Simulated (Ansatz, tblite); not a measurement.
# AlH2(vinyl) (C2H5Al): removing and adding an electron

The task here is to estimate one member of a computed series from the others.

Method: as each input shows; program: Ansatz 0.2.0, Gaussian basis.

Levels to be run: charge +1 doublet, at the geometry of the singlet (PBE0-D4/def2-TZVP, PBE-D4/def2-TZVP, r2SCAN-D4/def2-TZVP, CCSD(T)/def2-TZVPP); charge -1 doublet, at the geometry of the singlet (PBE0-D4/def2-TZVPD, PBE-D4/def2-TZVPD, r2SCAN-D4/def2-TZVPD, CCSD(T)/def2-TZVPD); the starting singlet's energies come from earlier runs.

### The structure

The singlet was relaxed beforehand with PBE0-D4/def2-TZVP.

8 atoms, charge 0, spin multiplicity 1.

Atoms are counted from 1 here; the program's logs count them from 0.

Bond lengths: Al1–H2 1.588 Å, Al1–H3 1.589 Å, Al1–C4 1.938 Å, C4–C5 1.337 Å, C4–H6 1.090 Å, C5–H7 1.088 Å, C5–H8 1.089 Å. Angles: H2–Al1–H3 121.1°, H2–Al1–C4 122.1°, H3–Al1–C4 116.8°, Al1–C4–C5 119.5°, Al1–C4–H6 123.7°, C5–C4–H6 116.8°, C4–C5–H7 121.7°, C4–C5–H8 123.0°, H7–C5–H8 115.3°.

As a file:

```
Al    0.8268    1.1670   -0.3895
H     1.9516    1.5695   -1.4353
H     0.2886    2.2108    0.6802
C     0.0488   -0.6075   -0.3456
C    -0.8778   -0.8978    0.5731
H     0.3254   -1.4065   -1.0335
H    -1.2160   -0.1585    1.2969
H    -1.3473   -1.8770    0.6537
```

Set-up of the first run:

in.yaml reads:

```yaml
crystal:
  periodic: [false, false, false]
  atoms:
    - {symbol: Al, position_ang: [0.826764, 1.166967, -0.389542]}
    - {symbol: H, position_ang: [1.951627, 1.569519, -1.435264]}
    - {symbol: H, position_ang: [0.288613, 2.210827, 0.680167]}
    - {symbol: C, position_ang: [0.048754, -0.607470, -0.345579]}
    - {symbol: C, position_ang: [-0.877839, -0.897776, 0.573098]}
    - {symbol: H, position_ang: [0.325383, -1.406546, -1.033496]}
    - {symbol: H, position_ang: [-1.216023, -0.158510, 1.296920]}
    - {symbol: H, position_ang: [-1.347270, -1.877001, 0.653697]}
basis:
  gaussian: {orbitals: def2-TZVP}
total_charge: 1
magnetization: {spin_polarized: true, initial_magnetization: 1}
hamiltonian: {xc: pbe0, dispersion: d4}
output: {orbitals: {seedname: orbitals}}
```

The run is started by

```console
$ ansatz run in.yaml --threads 4 --pin off --events-out ev --progress --plain --max-ram 3916MiB
```

Among the steps run: Charge +1 doublet at the fixed geometry, PBE0-D4/def2-TZVP; Charge +1 doublet at the fixed geometry, PBE-D4/def2-TZVP; Charge +1 doublet at the fixed geometry, r2SCAN-D4/def2-TZVP; Charge +1 doublet at the fixed geometry, CCSD(T)/def2-TZVPP.

One table of the session follows, with a row left open; its other results are not shown here.

```
             method  vertical ionisation energy (eV)
      HF/def2-TZVPP                             8.85
   PBE-D4/def2-TZVP                             9.96
r2SCAN-D4/def2-TZVP                            10.06
  PBE0-D4/def2-TZVP                            10.23
     MP2/def2-TZVPP                            10.64
    CCSD/def2-TZVPP                            10.37
 CCSD(T)/def2-TZVPP                                ?
```

**Question.** Estimate the row for CCSD(T)/def2-TZVPP.

The run gave: vertical ionisation energy (eV): 10.54. In the column «vertical ionisation energy (eV)» it lies between CCSD/def2-TZVPP (10.37) and MP2/def2-TZVPP (10.64).

Caveats from the session: CCSD(T)/def2-TZVPP isn't at the basis-set limit; small misses against it rank nothing.
